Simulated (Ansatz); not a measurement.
Ansatz (a first-principles code) input (B3LYP-D3(BJ)/def2-TZVP):

Ansatz 0.2 input:
```yaml
crystal:
  periodic: [false, false, false]
  atoms:
    - {symbol: C, position_ang: [0.01787640, 0.00413251, 0.62899140]}
    - {symbol: C, position_ang: [0.01630326, 1.42134951, 0.04551898]}
    - {symbol: H, position_ang: [0.00766787, 1.47477073, -1.07497048]}
    - {symbol: H, position_ang: [-0.86291746, 1.98181358, 0.38756000]}
    - {symbol: H, position_ang: [0.90288796, 1.97825487, 0.37413161]}
    - {symbol: C, position_ang: [1.24367918, -0.71225147, 0.05186855]}
    - {symbol: H, position_ang: [1.28772308, -0.75235605, -1.06841957]}
    - {symbol: H, position_ang: [2.16990333, -0.22344732, 0.37955564]}
    - {symbol: H, position_ang: [1.28601093, -1.75223737, 0.39954073]}
    - {symbol: C, position_ang: [-1.21742564, -0.70830691, 0.06780507]}
    - {symbol: H, position_ang: [-1.27709291, -0.74616361, -1.05175005]}
    - {symbol: H, position_ang: [-1.25746146, -1.74876085, 0.41407706]}
    - {symbol: H, position_ang: [-2.13787007, -0.21809737, 0.40925919]}
basis:
  gaussian:
    orbitals: def2-TZVP
hamiltonian:
  xc: b3lyp
  dispersion: d3bj
total_charge: -1
relax: {f_tol: 0.002, max_steps: 150}
```

Output:

```
Functional definition: B3LYP
integrals: 0.08 GiB planned
1116 factors; their error is unknown
mean field: 0.82 GiB planned
mean field evaluation 1: about -4286.6208 eV, gradient 5.7e1 eV
mean field evaluation 2: about -4259.6151 eV, gradient 1.1e2 eV
mean field evaluation 4: about -4295.0938 eV, gradient 5.2e0 eV
mean field evaluation 8: about -4295.1559 eV, gradient 5.3e-2 eV
mean field evaluation 16: about -4295.1276 eV, gradient 8.3e-5 eV
mean field -4295.12761477 eV, -157.8430285008 hartree, gradient 8.9e-6 eV, S^2 0.000000; 0 other end points of the search recorded, 0 dependent functions left out
the calculation of the forces begins
reference -4295.12790229 eV, -157.8430390671 hartree; 17, 17 occupied and 161, 161 virtual orbitals, 1116 factors
relax step   1: F+E_penalty+E_count = -4295.52034790 eV  Δ(F+E_penalty+E_count) = +0.000e0 eV  max|allowed force component| = 1.213e0 eV/Å  Δτ_max = 0.0000 Å  (28 SCF iters, accepted)
these checks for a lower state are left out or cut short: starts, cluster_reference, orbital_swaps, neighbouring_geometries, increment
integrals: 0.08 GiB planned
1116 factors; their error is unknown
mean field: 0.82 GiB planned
mean field -4295.16033993 eV, -157.8442311283 hartree, gradient 1.9e-5 eV, S^2 0.000000; 0 other end points of the search recorded, 0 dependent functions left out
the calculation of the forces begins
reference -4295.16063318 eV, -157.8442419050 hartree; 17, 17 occupied and 161, 161 virtual orbitals, 1116 factors
relax step   2: F+E_penalty+E_count = -4295.55147837 eV  Δ(F+E_penalty+E_count) = -3.113e-2 eV  max|allowed force component| = 4.537e-1 eV/Å  Δτ_max = 0.0406 Å  (30 SCF iters, accepted)
these checks for a lower state are left out or cut short: starts, cluster_reference, orbital_swaps, neighbouring_geometries, increment
integrals: 0.08 GiB planned
1116 factors; their error is unknown
mean field: 0.82 GiB planned
mean field evaluation 32: about -4295.1668 eV, gradient 1.8e-5 eV
mean field -4295.16681492 eV, -157.8444690795 hartree, gradient 1.8e-5 eV, S^2 0.000000; 0 other end points of the search recorded, 0 dependent functions left out
the calculation of the forces begins
reference -4295.16711118 eV, -157.8444799669 hartree; 17, 17 occupied and 161, 161 virtual orbitals, 1116 factors
relax step   3: F+E_penalty+E_count = -4295.55732083 eV  Δ(F+E_penalty+E_count) = -5.842e-3 eV  max|allowed force component| = 2.341e-1 eV/Å  Δτ_max = 0.0385 Å  (30 SCF iters, accepted)
these checks for a lower state are left out or cut short: starts, cluster_reference, orbital_swaps, neighbouring_geometries, increment
integrals: 0.08 GiB planned
1116 factors; their error is unknown
mean field: 0.82 GiB planned
mean field -4295.17260542 eV, -157.8446818765 hartree, gradient 2.5e-5 eV, S^2 0.000000; 0 other end points of the search recorded, 0 dependent functions left out
the calculation of the forces begins
reference -4295.17289803 eV, -157.8446926298 hartree; 17, 17 occupied and 161, 161 virtual orbitals, 1116 factors
relax step   4: F+E_penalty+E_count = -4295.56639229 eV  Δ(F+E_penalty+E_count) = -9.071e-3 eV  max|allowed force component| = 3.170e-2 eV/Å  Δτ_max = 0.0555 Å  (30 SCF iters, accepted)
these checks for a lower state are left out or cut short: starts, cluster_reference, orbital_swaps, neighbouring_geometries, increment
integrals: 0.08 GiB planned
1116 factors; their error is unknown
mean field: 0.82 GiB planned
mean field -4295.17342624 eV, -157.8447120411 hartree, gradient 1.8e-5 eV, S^2 0.000000; 0 other end points of the search recorded, 0 dependent functions left out
the calculation of the forces begins
reference -4295.17371920 eV, -157.8447228072 hartree; 17, 17 occupied and 161, 161 virtual orbitals, 1116 factors
relax step   5: F+E_penalty+E_count = -4295.56675427 eV  Δ(F+E_penalty+E_count) = -3.620e-4 eV  max|allowed force component| = 6.999e-3 eV/Å  Δτ_max = 0.0076 Å  (32 SCF iters, accepted)
these checks for a lower state are left out or cut short: starts, cluster_reference, orbital_swaps, neighbouring_geometries, increment
integrals: 0.08 GiB planned
1116 factors; their error is unknown
mean field: 0.82 GiB planned
mean field -4295.17343635 eV, -157.8447124129 hartree, gradient 1.8e-5 eV, S^2 0.000000; 0 other end points of the search recorded, 0 dependent functions left out
the calculation of the forces begins
reference -4295.17372927 eV, -157.8447231775 hartree; 17, 17 occupied and 161, 161 virtual orbitals, 1116 factors
relax step   6: F+E_penalty+E_count = -4295.56675826 eV  Δ(F+E_penalty+E_count) = -3.991e-6 eV  max|allowed force component| = 9.527e-4 eV/Å  Δτ_max = 0.0004 Å  (32 SCF iters, accepted)
integrals: 0.08 GiB planned
1116 factors; their error is unknown
mean field: 0.82 GiB planned
mean field evaluation 64: about -4295.1284 eV, gradient 5.7e0 eV
mean field -4295.17343635 eV, -157.8447124129 hartree, gradient 1.8e-5 eV, S^2 0.000000; 1 other end points of the search recorded, 0 dependent functions left out
the calculation of the forces begins
reference -4295.17372927 eV, -157.8447231775 hartree; 17, 17 occupied and 161, 161 virtual orbitals, 1116 factors
Total energy: -4295.56705118 eV, -157.8591774911 hartree
Atom 0 at     0.017751     0.003982     0.583232 Å, force    -0.000009     0.000009     0.000155 eV/Å
Atom 1 at     0.016380     1.414967     0.059106 Å, force     0.000041    -0.000953    -0.000238 eV/Å
Atom 2 at     0.008809     1.467733    -1.076637 Å, force    -0.000013     0.000077     0.000003 eV/Å
Atom 3 at    -0.863948     1.983921     0.387730 Å, force     0.000221     0.000353     0.000088 eV/Å
Atom 4 at     0.902796     1.981213     0.375823 Å, force    -0.000202     0.000379     0.000096 eV/Å
Atom 5 at     1.238220    -0.708765     0.065513 Å, force    -0.000855     0.000493    -0.000255 eV/Å
Atom 6 at     1.282788    -0.747119    -1.069966 Å, force     0.000051    -0.000041     0.000011 eV/Å
Atom 7 at     2.172479    -0.225548     0.382284 Å, force     0.000198    -0.000355     0.000099 eV/Å
Atom 8 at     1.286857    -1.754246     0.399115 Å, force     0.000421     0.000011     0.000095 eV/Å
Atom 9 at    -1.211774    -0.704998     0.082038 Å, force     0.000843     0.000438    -0.000240 eV/Å
Atom 10 at    -1.271769    -0.743202    -1.052735 Å, force    -0.000056    -0.000032     0.000001 eV/Å
Atom 11 at    -1.259121    -1.750328     0.416297 Å, force    -0.000445    -0.000011     0.000092 eV/Å
Atom 12 at    -2.140184    -0.218911     0.411368 Å, force    -0.000195    -0.000367     0.000094 eV/Å
Dipole moment:    -0.000521    -0.000518    -0.077050 e Å
```

It need not be the lowest isomer of its formula. Whether it binds its extra electron was not tested at this geometry.
